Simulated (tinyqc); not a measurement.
Inside a calculation (part 1 of 2). Method: CCD on RHF in the sto-6g basis, frozen core, for BH2+, spin multiplicity 1. Computed by tinyqc, a small Python program that keeps every step (integrals from PySCF). Settings: charge = 1, multiplicity = 1, basis = sto-6g, method = RHF, frozen orbitals = 1, energy threshold = 1e-10, iteration cap = 81, orthogonalisation = canonical, start = Wolfsberg-Helmholz matrix, DIIS depth = 6, amplitude equations = CCD, DIIS depth for amplitudes = 6, cap on updates = 68. Command: `OMP_NUM_THREADS=1 python tinyqc.py 30517 30518 out.jsonl` (the two numbers bound the seeds that draw the settings). One thread of a shared host (Intel(R) Xeon(R) Processor @ 2.60GHz), about 0.1 s of CPU time with the checks. Later iterations appear only in the table of the cycle.

## One-electron integrals

Geometry (angstrom):
```
atom         x          y         z
B     0.000000   0.000000  0.000000
H     0.000000   1.232000  0.482000
H     0.000000  -1.232000  0.482000
```

Basis sto-6g: exponents (1/bohr^2) and contraction coefficients of normalised primitives:
```
element  l (shell)    exponent  coefficient
B            s (1)  506.011147     0.009164
B            s (1)   92.776814     0.049362
B            s (1)   25.955658     0.168538
B            s (1)    8.916445     0.370563
B            s (1)    3.462507     0.416492
B            s (1)    1.426054     0.130334
B            s (2)   23.194575    -0.013253
B            s (2)    4.590810    -0.046992
B            s (2)    1.426819    -0.033785
B            s (2)    0.548948     0.250242
B            s (2)    0.238410     0.595117
B            s (2)    0.109280     0.240706
B            p (3)   23.194575     0.003760
B            p (3)    4.590810     0.037679
B            p (3)    1.426819     0.173897
B            p (3)    0.548948     0.418036
B            p (3)    0.238410     0.425859
B            p (3)    0.109280     0.101708
H            s (1)   35.523221     0.009164
H            s (1)    6.513144     0.049361
H            s (1)    1.822143     0.168538
H            s (1)    0.625955     0.370563
H            s (1)    0.243077     0.416492
H            s (1)    0.100112     0.130334
```

Overlap, kinetic and nuclear-attraction integrals over the contracted functions; the nuclear repulsion is the sum of Za Zb / Rab.

nuclear repulsion = 4.21479805 hartree

overlap S:
```
           1B 1s     1B 2s    1B 2px     1B 2py    1B 2pz     2H 1s      3H 1s
1B 1s   1.000000  0.264891  0.000000   0.000000  0.000000  0.051186   0.051186
1B 2s   0.264891  1.000000  0.000000   0.000000  0.000000  0.410009   0.410009
1B 2px  0.000000  0.000000  1.000000   0.000000  0.000000  0.000000   0.000000
1B 2py  0.000000  0.000000  0.000000   1.000000  0.000000  0.410694  -0.410694
1B 2pz  0.000000  0.000000  0.000000   0.000000  1.000000  0.160677   0.160677
2H 1s   0.051186  0.410009  0.000000   0.410694  0.160677  1.000000   0.055587
3H 1s   0.051186  0.410009  0.000000  -0.410694  0.160677  0.055587   1.000000
```

kinetic energy T (hartree):
```
            1B 1s      1B 2s    1B 2px     1B 2py    1B 2pz      2H 1s      3H 1s
1B 1s   10.947243  -0.333880  0.000000   0.000000  0.000000  -0.011501  -0.011501
1B 2s   -0.333880   0.374498  0.000000   0.000000  0.000000   0.058266   0.058266
1B 2px   0.000000   0.000000  1.125026   0.000000  0.000000   0.000000   0.000000
1B 2py   0.000000   0.000000  0.000000   1.125026  0.000000   0.159757  -0.159757
1B 2pz   0.000000   0.000000  0.000000   0.000000  1.125026   0.062502   0.062502
2H 1s   -0.011501   0.058266  0.000000   0.159757  0.062502   0.768522  -0.010377
3H 1s   -0.011501   0.058266  0.000000  -0.159757  0.062502  -0.010377   0.768522
```

nuclear attraction V (hartree):
```
             1B 1s      1B 2s     1B 2px     1B 2py     1B 2pz      2H 1s      3H 1s
1B 1s   -24.191728  -2.956104   0.000000   0.000000  -0.011518  -0.629622  -0.629622
1B 2s    -2.956104  -4.533218   0.000000   0.000000  -0.101082  -1.589220  -1.589220
1B 2px    0.000000   0.000000  -4.466764   0.000000   0.000000   0.000000   0.000000
1B 2py    0.000000   0.000000   0.000000  -4.639231   0.000000  -1.508312   1.508312
1B 2pz   -0.011518  -0.101082   0.000000   0.000000  -4.493162  -0.605031  -0.605031
2H 1s    -0.629622  -1.589220   0.000000  -1.508312  -0.605031  -3.437676  -0.212847
3H 1s    -0.629622  -1.589220   0.000000   1.508312  -0.605031  -0.212847  -3.437676
```

core Hamiltonian H = T + V (hartree):
```
             1B 1s      1B 2s     1B 2px     1B 2py     1B 2pz      2H 1s      3H 1s
1B 1s   -13.244484  -3.289984   0.000000   0.000000  -0.011518  -0.641123  -0.641123
1B 2s    -3.289984  -4.158720   0.000000   0.000000  -0.101082  -1.530954  -1.530954
1B 2px    0.000000   0.000000  -3.341738   0.000000   0.000000   0.000000   0.000000
1B 2py    0.000000   0.000000   0.000000  -3.514204   0.000000  -1.348555   1.348555
1B 2pz   -0.011518  -0.101082   0.000000   0.000000  -3.368136  -0.542529  -0.542529
2H 1s    -0.641123  -1.530954   0.000000  -1.348555  -0.542529  -2.669154  -0.223224
3H 1s    -0.641123  -1.530954   0.000000   1.348555  -0.542529  -0.223224  -2.669154
```

## Two-electron integrals

Functions are numbered as in S; the eight-fold symmetry (ij|kl) = (ji|kl) = (kl|ij) leaves the list below.

Two-electron integrals (ij|kl) in chemists' order, unique and non-zero (hartree):
```
(11|11) 2.924993    (21|11) 0.480756    (21|21) 0.099484    (22|11) 0.743449
(22|21) 0.188967    (22|22) 0.544922    (31|31) 0.021096    (32|31) 0.030854
(32|32) 0.120443    (33|11) 0.743450    (33|21) 0.188967    (33|22) 0.544922
(33|33) 0.587109    (41|41) 0.021096    (42|41) 0.030854    (42|42) 0.120443
(43|43) 0.031641    (44|11) 0.743450    (44|21) 0.188967    (44|22) 0.544922
(44|33) 0.523827    (44|44) 0.587109    (51|51) 0.021096    (52|51) 0.030854
(52|52) 0.120443    (53|53) 0.031641    (54|54) 0.031641    (55|11) 0.743450
(55|21) 0.188967    (55|22) 0.544922    (55|33) 0.523827    (55|44) 0.523827
(55|55) 0.587109    (61|11) 0.096197    (61|21) 0.019286    (61|22) 0.036332
(61|33) 0.036134    (61|41) 0.001412    (61|42) 0.002695    (61|44) 0.036648
(61|51) 0.000552    (61|52) 0.001054    (61|54) 0.000201    (61|55) 0.036213
(61|61) 0.003879    (62|11) 0.233690    (62|21) 0.060432    (62|22) 0.192121
(62|33) 0.186636    (62|41) 0.006585    (62|42) 0.039009    (62|44) 0.200906
(62|51) 0.002576    (62|52) 0.015261    (62|54) 0.005583    (62|55) 0.188820
(62|61) 0.012449    (62|62) 0.094644    (63|31) 0.006277    (63|32) 0.028650
(63|43) 0.007266    (63|53) 0.002843    (63|63) 0.010256    (64|11) 0.206957
(64|21) 0.054267    (64|22) 0.181607    (64|33) 0.172087    (64|41) 0.011309
(64|42) 0.062082    (64|44) 0.198783    (64|51) 0.001969    (64|52) 0.013080
(64|54) 0.007602    (64|55) 0.173949    (64|61) 0.011742    (64|62) 0.104594
(64|64) 0.123447    (65|11) 0.080969    (65|21) 0.021231    (65|22) 0.071051
(65|33) 0.067326    (65|41) 0.001969    (65|42) 0.013080    (65|44) 0.072085
(65|51) 0.007047    (65|52) 0.033767    (65|54) 0.009128    (65|55) 0.073740
(65|61) 0.004594    (65|62) 0.040921    (65|64) 0.044284    (65|65) 0.027582
(66|11) 0.396294    (66|21) 0.104631    (66|22) 0.375601    (66|33) 0.353599
(66|41) 0.013602    (66|42) 0.106914    (66|44) 0.410842    (66|51) 0.005321
(66|52) 0.041828    (66|54) 0.022395    (66|55) 0.362361    (66|61) 0.022053
(66|62) 0.238667    (66|64) 0.286422    (66|65) 0.112058    (66|66) 0.774999
(71|11) 0.096197    (71|21) 0.019286    (71|22) 0.036332    (71|33) 0.036134
(71|41) -0.001412   (71|42) -0.002695   (71|44) 0.036648    (71|51) 0.000552
(71|52) 0.001054    (71|54) -0.000201   (71|55) 0.036213    (71|61) 0.003672
(71|62) 0.011126    (71|64) 0.009533    (71|65) 0.004118    (71|66) 0.019101
(71|71) 0.003879    (72|11) 0.233690    (72|21) 0.060432    (72|22) 0.192121
(72|33) 0.186636    (72|41) -0.006585   (72|42) -0.039009   (72|44) 0.200906
(72|51) 0.002576    (72|52) 0.015261    (72|54) -0.005583   (72|55) 0.188820
(72|61) 0.011126    (72|62) 0.058927    (72|64) 0.049145    (72|65) 0.024862
(72|66) 0.111302    (72|71) 0.012449    (72|72) 0.094644    (73|31) 0.006277
(73|32) 0.028650    (73|43) -0.007266   (73|53) 0.002843    (73|63) 0.005633
(73|73) 0.010256    (74|11) -0.206957   (74|21) -0.054267   (74|22) -0.181607
(74|33) -0.172087   (74|41) 0.011309    (74|42) 0.062082    (74|44) -0.198783
(74|51) -0.001969   (74|52) -0.013080   (74|54) 0.007602    (74|55) -0.173949
(74|61) -0.009533   (74|62) -0.049145   (74|64) -0.036773   (74|65) -0.020390
(74|66) -0.089674   (74|71) -0.011742   (74|72) -0.104594   (74|74) 0.123447
(75|11) 0.080969    (75|21) 0.021231    (75|22) 0.071051    (75|33) 0.067326
(75|41) -0.001969   (75|42) -0.013080   (75|44) 0.072085    (75|51) 0.007047
(75|52) 0.033767    (75|54) -0.009128   (75|55) 0.073740    (75|61) 0.004118
(75|62) 0.024862    (75|64) 0.020390    (75|65) 0.015892    (75|66) 0.048839
(75|71) 0.004594    (75|72) 0.040921    (75|74) -0.044284   (75|75) 0.027582
(76|11) 0.031784    (76|21) 0.008177    (76|22) 0.025861    (76|33) 0.025255
(76|44) 0.026308    (76|51) 0.000615    (76|52) 0.003549    (76|55) 0.026021
(76|61) 0.001602    (76|62) 0.010313    (76|64) 0.010072    (76|65) 0.004866
(76|66) 0.022941    (76|71) 0.001602    (76|72) 0.010313    (76|74) -0.010072
(76|75) 0.004866    (76|76) 0.001431    (77|11) 0.396294    (77|21) 0.104631
(77|22) 0.375601    (77|33) 0.353599    (77|41) -0.013602   (77|42) -0.106914
(77|44) 0.410842    (77|51) 0.005321    (77|52) 0.041828    (77|54) -0.022395
(77|55) 0.362361    (77|61) 0.019101    (77|62) 0.111302    (77|64) 0.089674
(77|65) 0.048839    (77|66) 0.214626    (77|71) 0.022053    (77|72) 0.238667
(77|74) -0.286422   (77|75) 0.112058    (77|76) 0.022941    (77|77) 0.774999
```

## Orthogonalisation

S = U s U^T; canonical form X = U s^(-1/2), so that X^T S X = 1. Each column of U has its largest component positive (the first on a tie).

eigenvalues of S: 0.375590  0.390733  0.886707  1.000000  1.070897  1.553680  1.722393

X:
```
                1          2          3         4          5          6         7
1B 1s   -0.357272   0.000000   0.773824  0.000000  -0.553969   0.000000  0.231688
1B 2s    1.130154   0.000000  -0.247575  0.000000  -0.210396   0.000000  0.492940
1B 2px   0.000000   0.000000   0.000000  1.000000   0.000000   0.000000  0.000000
1B 2py   0.000000   1.103848   0.000000  0.000000   0.000000   0.580688  0.000000
1B 2pz   0.383497   0.000000   0.612015  0.000000   0.728672   0.000000  0.159884
2H 1s   -0.745157  -0.818783  -0.215765  0.000000   0.160759   0.391430  0.359413
3H 1s   -0.745157   0.818783  -0.215765  0.000000   0.160759  -0.391430  0.359413
```

## Starting guess

The start is the generalised Wolfsberg-Helmholz matrix (K = 1.75) built on H; D = 2 C_occ C_occ^T.

D at the start:
```
            1B 1s      1B 2s    1B 2px     1B 2py     1B 2pz      2H 1s      3H 1s
1B 1s    2.034926  -0.139940  0.000000   0.000000  -0.103295  -0.184428  -0.184428
1B 2s   -0.139940   0.708279  0.000000   0.000000   0.289374   0.399577   0.399577
1B 2px   0.000000   0.000000  0.000000   0.000000   0.000000   0.000000   0.000000
1B 2py   0.000000   0.000000  0.000000   0.985376   0.000000   0.415847  -0.415847
1B 2pz  -0.103295   0.289374  0.000000   0.000000   0.119286   0.165674   0.165674
2H 1s   -0.184428   0.399577  0.000000   0.415847   0.165674   0.406460   0.055469
3H 1s   -0.184428   0.399577  0.000000  -0.415847   0.165674   0.055469   0.406460
```

## Iteration 1: building the Fock matrix

J_ij = sum D_kl (ij|kl), K_ij = sum D_kl (ik|jl); F = H + J - 0.5 K; E = tr D H + tr D J / 2 - 0.25 tr D K + E_nn.

Coulomb J (hartree):
```
           1B 1s     1B 2s    1B 2px     1B 2py    1B 2pz     2H 1s      3H 1s
1B 1s   8.191555  1.565707  0.000000   0.000000  0.029548  0.310559   0.310559
1B 2s   1.565707  3.385525  0.000000   0.000000  0.165478  1.230580   1.230580
1B 2px  0.000000  0.000000  3.317346   0.000000  0.000000  0.000000   0.000000
1B 2py  0.000000  0.000000  0.000000   3.496342  0.000000  1.182055  -1.182055
1B 2pz  0.029548  0.165478  0.000000   0.000000  3.342883  0.490550   0.490550
2H 1s   0.310559  1.230580  0.000000   1.182055  0.490550  2.549739   0.165748
3H 1s   0.310559  1.230580  0.000000  -1.182055  0.490550  0.165748   2.549739
```

exchange K (hartree):
```
            1B 1s     1B 2s    1B 2px     1B 2py     1B 2pz     2H 1s      3H 1s
1B 1s    5.877493  1.032560  0.000000   0.000000  -0.007293  0.207527   0.207527
1B 2s    1.032560  1.089524  0.000000   0.000000   0.355327  0.640163   0.640163
1B 2px   0.000000  0.000000  0.218645   0.000000   0.000000  0.000000   0.000000
1B 2py   0.000000  0.000000  0.000000   1.224746   0.000000  0.635419  -0.635419
1B 2pz  -0.007293  0.355327  0.000000   0.000000   0.357819  0.270670   0.270670
2H 1s    0.207527  0.640163  0.000000   0.635419   0.270670  0.996072   0.097069
3H 1s    0.207527  0.640163  0.000000  -0.635419   0.270670  0.097069   0.996072
```

Fock matrix F (hartree):
```
            1B 1s      1B 2s     1B 2px     1B 2py     1B 2pz      2H 1s      3H 1s
1B 1s   -7.991676  -2.240557   0.000000   0.000000   0.021676  -0.434328  -0.434328
1B 2s   -2.240557  -1.317957   0.000000   0.000000  -0.113268  -0.620455  -0.620455
1B 2px   0.000000   0.000000  -0.133714   0.000000   0.000000   0.000000   0.000000
1B 2py   0.000000   0.000000   0.000000  -0.630236   0.000000  -0.484209   0.484209
1B 2pz   0.021676  -0.113268   0.000000   0.000000  -0.204162  -0.187314  -0.187314
2H 1s   -0.434328  -0.620455   0.000000  -0.484209  -0.187314  -0.617450  -0.106010
3H 1s   -0.434328  -0.620455   0.000000   0.484209  -0.187314  -0.106010  -0.617450
```

total energy of this density = -25.31871957 hartree

## Iteration 1: diagonalisation and new density

Diagonalise F' = X^T F X, C = X C', fill 3 alpha and 3 beta electrons from the bottom; D = 2 C_occ C_occ^T. Each column has its largest component positive (the first on a tie).

F' = X^T F X (hartree):
```
           1          2          3          4          5          6          7
1   0.009989   0.000000   0.783535   0.000000  -0.560459   0.000000   0.275274
2   0.000000   0.296861   0.000000   0.000000   0.000000  -0.034138   0.000000
3   0.783535   0.000000  -3.840280   0.000000   3.216911   0.000000  -1.955043
4   0.000000   0.000000   0.000000  -0.133714   0.000000   0.000000   0.000000
5  -0.560459   0.000000   3.216911   0.000000  -3.010796   0.000000   1.769294
6   0.000000  -0.034138   0.000000   0.000000   0.000000  -0.809478   0.000000
7   0.275274   0.000000  -1.955043   0.000000   1.769294   0.000000  -2.096822
```

orbital energies (hartree): MO1 -7.994157, MO2 -0.916901, MO3 -0.810530, MO4 -0.202698, MO5 -0.133714, MO6 0.175847, MO7 0.297914

coefficients C:
```
              MO1        MO2        MO3        MO4       MO5        MO6        MO7
1B 1s    0.994559  -0.218086   0.000000   0.131243  0.000000  -0.181864   0.000000
1B 2s    0.021445   0.647493   0.000000  -0.537380  0.000000   0.957766   0.000000
1B 2px   0.000000   0.000000   0.000000   0.000000  1.000000   0.000000   0.000000
1B 2py   0.000000   0.000000   0.614426   0.000000  0.000000   0.000000   1.085431
1B 2pz  -0.001342   0.146114   0.000000   0.841781  0.000000   0.590094   0.000000
2H 1s   -0.003955   0.326018   0.366014   0.201882  0.000000  -0.780881  -0.830455
3H 1s   -0.003955   0.326018  -0.366014   0.201882  0.000000  -0.780881   0.830455
```

D after iteration 1:
```
            1B 1s      1B 2s    1B 2px     1B 2py     1B 2pz      2H 1s      3H 1s
1B 1s    2.073417  -0.239762  0.000000   0.000000  -0.066400  -0.150067  -0.150067
1B 2s   -0.239762   0.839414  0.000000   0.000000   0.189159   0.422019   0.422019
1B 2px   0.000000   0.000000  0.000000   0.000000   0.000000   0.000000   0.000000
1B 2py   0.000000   0.000000  0.000000   0.755038   0.000000   0.449777  -0.449777
1B 2pz  -0.066400   0.189159  0.000000   0.000000   0.042702   0.095282   0.095282
2H 1s   -0.150067   0.422019  0.000000   0.449777   0.095282   0.480540  -0.055327
3H 1s   -0.150067   0.422019  0.000000  -0.449777   0.095282  -0.055327   0.480540
```

## Iteration 7 (converged): orbitals

converged F (hartree):
```
            1B 1s      1B 2s     1B 2px     1B 2py     1B 2pz      2H 1s      3H 1s
1B 1s   -8.032301  -2.234410   0.000000   0.000000   0.007159  -0.436640  -0.436640
1B 2s   -2.234410  -1.379149   0.000000   0.000000  -0.083684  -0.637680  -0.637680
1B 2px   0.000000   0.000000  -0.164506   0.000000   0.000000   0.000000   0.000000
1B 2py   0.000000   0.000000   0.000000  -0.614861   0.000000  -0.492663   0.492663
1B 2pz   0.007159  -0.083684   0.000000   0.000000  -0.197232  -0.157709  -0.157709
2H 1s   -0.436640  -0.637680   0.000000  -0.492663  -0.157709  -0.639073  -0.092106
3H 1s   -0.436640  -0.637680   0.000000   0.492663  -0.157709  -0.092106  -0.639073
```

As before.

F' = X^T F X (hartree):
```
           1          2          3          4          5          6          7
1  -0.034529   0.000000   0.805925   0.000000  -0.566514   0.000000   0.261270
2   0.000000   0.298524   0.000000   0.000000   0.000000  -0.000778   0.000000
3   0.805925   0.000000  -3.909324   0.000000   3.217392   0.000000  -1.930436
4   0.000000   0.000000   0.000000  -0.164506   0.000000   0.000000   0.000000
5  -0.566514   0.000000   3.217392   0.000000  -3.001584   0.000000   1.804910
6   0.000000  -0.000778   0.000000   0.000000   0.000000  -0.822866   0.000000
7   0.261270   0.000000  -1.930436   0.000000   1.804910   0.000000  -2.116869
```

orbital energies (hartree): MO1 -8.034100, MO2 -0.954280, MO3 -0.822866, MO4 -0.215451, MO5 -0.164506, MO6 0.141526, MO7 0.298524

coefficients C:
```
              MO1        MO2        MO3        MO4       MO5        MO6        MO7
1B 1s    0.995337  -0.228000   0.000000   0.111826  0.000000  -0.178390   0.000000
1B 2s    0.018320   0.696293   0.000000  -0.489513  0.000000   0.949219   0.000000
1B 2px   0.000000   0.000000   0.000000   0.000000  1.000000   0.000000   0.000000
1B 2py   0.000000   0.000000   0.581454   0.000000  0.000000   0.000000   1.103445
1B 2pz   0.000166   0.082623   0.000000   0.847121  0.000000   0.594741   0.000000
2H 1s   -0.003041   0.302461   0.390862   0.232344  0.000000  -0.781895  -0.819054
3H 1s   -0.003041   0.302461  -0.390862   0.232344  0.000000  -0.781895   0.819054
```

D after iteration 7:
```
            1B 1s      1B 2s    1B 2px     1B 2py     1B 2pz      2H 1s      3H 1s
1B 1s    2.085359  -0.281039  0.000000   0.000000  -0.037346  -0.143976  -0.143976
1B 2s   -0.281039   0.970318  0.000000   0.000000   0.115065   0.421091   0.421091
1B 2px   0.000000   0.000000  0.000000   0.000000   0.000000   0.000000   0.000000
1B 2py   0.000000   0.000000  0.000000   0.676177   0.000000   0.454536  -0.454536
1B 2pz  -0.037346   0.115065  0.000000   0.000000   0.013653   0.049979   0.049979
2H 1s   -0.143976   0.421091  0.000000   0.454536   0.049979   0.488530  -0.122562
3H 1s   -0.143976   0.421091  0.000000  -0.454536   0.049979  -0.122562   0.488530
```

## Convergence

Stop when the energy changes by less than 1e-10 hartree and every element of the error matrix X^T (F D S - S D F) X is below 3e-06.

Course of the cycle:
```
iteration   E (hartree)     change  largest element of the error matrix
1          -25.31871957          -                             2.76e-01
2          -25.37559405  -5.69e-02                             4.89e-02
3          -25.38238831  -6.79e-03                             1.30e-02
4          -25.38302864  -6.40e-04                             2.56e-04
5          -25.38302870  -6.02e-08                             1.41e-05
6          -25.38302870  -1.77e-10                             1.36e-06
7          -25.38302870  -3.93e-12                             2.23e-07
```

PySCF RHF in the same basis = -25.38302870 hartree

Converged in 7 iterations.

## Populations, bond orders and dipole

Mulliken: Z minus the diagonal of D S on the atom; Loewdin: the same with S^(1/2) D S^(1/2); Mayer order: 2 sum_s sum (D(s) S)_ij (D(s) S)_ji over the two atoms.

Charges (e):
```
atom  Mulliken   Loewdin
1B    0.683408  0.754038
2H    0.158296  0.122981
3H    0.158296  0.122981
```

Mayer bond orders:
```
pair     order
2-1   0.963112
3-1   0.963112
3-2   0.011831
```

dipole moment about the origin, x y z (debye): 0.000000  0.000000  -0.190447
